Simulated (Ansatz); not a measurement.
**C₃H₆O: taking an electron away**

The task here is to estimate one member of a computed series from the others.

The runs use Ansatz 0.2.0, Gaussian basis; unrestricted cation, the program's frozen cores in correlated methods.

The runs, in order: UKS PBE-D4/def2-TZVPP; UKS r2SCAN-D4/def2-TZVPP; UKS PBE0-D4/def2-TZVPP; UKS B3LYP-D4/def2-TZVPP; UKS wB97X-V/def2-TZVPP; UKS wB97M-V/def2-TZVPP; UKS B2PLYP/def2-TZVPP; UHF-CCSD(T)/def2-TZVPP; UHF-MP2/def2-QZVPP; extrapolation to the limit; then −ε(HOMO) from the neutral's earlier runs with LDA (SPW92), PBE-D4, revPBE-D4, BLYP-D4, r2SCAN-D4, B97M-V, PBE0-D4, B3LYP-D4, r2SCANh-D4, r2SCAN0-D4, HSE06-D4, BHLYP-D4, CAM-B3LYP-D4, LC-ωPBE, ωB97X-V, ωB97M-V.

## Structure used throughout

The geometry comes from an earlier relaxation with PBE0-D4 in a triple-zeta def2 set; it is a stationary point, not always the lowest conformer.

10 atoms, charge 0, spin multiplicity 1.

Atoms are counted from 1 here; the program's logs count them from 0.

Bond lengths: C1–C2 1.326 Å, C1–H5 1.086 Å, C1–H6 1.084 Å, C2–C3 1.492 Å, C2–H7 1.088 Å, C3–O4 1.415 Å, C3–H8 1.099 Å, C3–H9 1.094 Å, O4–H10 0.961 Å. Angles: C2–C1–H5 121.2°, C2–C1–H6 121.9°, H5–C1–H6 116.9°, C1–C2–C3 124.1°, C1–C2–H7 120.2°, C3–C2–H7 115.7°, C2–C3–O4 112.1°, C2–C3–H8 109.9°, C2–C3–H9 110.3°, O4–C3–H8 111.5°, O4–C3–H9 105.3°, H8–C3–H9 107.5°, C3–O4–H10 107.6°.

Coordinates:

```xyz
10

C    -1.0860    0.9413    0.5673
C     0.1503    0.4908    0.4062
C     0.4843   -0.8749   -0.0935
O     1.2959   -0.8346   -1.2523
H    -1.9462    0.3146    0.3498
H    -1.2873    1.9430    0.9291
H     1.0002    1.1351    0.6213
H    -0.4385   -1.4451   -0.2677
H     1.0713   -1.4189    0.6524
H     0.8390   -0.3026   -1.9096
```

The first run:

File in.yaml:

```yaml
crystal:
  periodic: [false, false, false]
  atoms:
    - {symbol: C, position_ang: [-1.085998, 0.941278, 0.567288]}
    - {symbol: C, position_ang: [0.150287, 0.490814, 0.406151]}
    - {symbol: C, position_ang: [0.484302, -0.874874, -0.093511]}
    - {symbol: O, position_ang: [1.295920, -0.834638, -1.252323]}
    - {symbol: H, position_ang: [-1.946192, 0.314639, 0.349827]}
    - {symbol: H, position_ang: [-1.287309, 1.943007, 0.929109]}
    - {symbol: H, position_ang: [1.000236, 1.135081, 0.621348]}
    - {symbol: H, position_ang: [-0.438466, -1.445141, -0.267742]}
    - {symbol: H, position_ang: [1.071276, -1.418873, 0.652361]}
    - {symbol: H, position_ang: [0.839044, -0.302592, -1.909609]}
basis:
  gaussian: {orbitals: def2-TZVPP}
total_charge: 1
magnetization: {spin_polarized: true, initial_magnetization: 1}
hamiltonian: {xc: pbe, dispersion: d4}
```

Started as:

```sh
> ansatz run in.yaml --threads 4 --pin off --events-out ev --progress --plain --max-ram 10444MiB
```

Steps of the session up to this table: Cation, UKS PBE-D4/def2-TZVPP; Cation, UKS r2SCAN-D4/def2-TZVPP; Cation, UKS PBE0-D4/def2-TZVPP; Cation, UKS B3LYP-D4/def2-TZVPP; Cation, UKS wB97X-V/def2-TZVPP; Cation, UKS wB97M-V/def2-TZVPP; Cation, UKS B2PLYP (frozen core)/def2-TZVPP; Cation, UHF-CCSD(T)/def2-TZVPP; Cation, UHF-MP2/def2-QZVPP.

One of the session's tables, all rows but one given; the rest of the session is left out.

For comparison, −ε(HOMO) of the neutral from earlier runs:

| functional | −ε(HOMO) (eV) |
| --- | --- |
| LDA (SPW92) | 6.40 |
| PBE-D4 | 6.25 |
| revPBE-D4 | ? |
| BLYP-D4 | 6.16 |
| r2SCAN-D4 | 6.56 |
| B97M-V | 6.66 |
| PBE0-D4 | 7.69 |
| B3LYP-D4 | 7.47 |
| r2SCANh-D4 | 7.11 |
| r2SCAN0-D4 | 7.87 |
| HSE06-D4 | 7.29 |
| BHLYP-D4 | 8.80 |
| CAM-B3LYP-D4 | 9.09 |
| LC-ωPBE | 10.47 |
| ωB97X-V | 10.09 |
| ωB97M-V | 10.01 |

Estimate the missing values for revPBE-D4.

**Answer.** −ε(HOMO) (eV): 6.19. In the column «−ε(HOMO) (eV)» it lies between BLYP-D4 (6.16) and PBE-D4 (6.25).
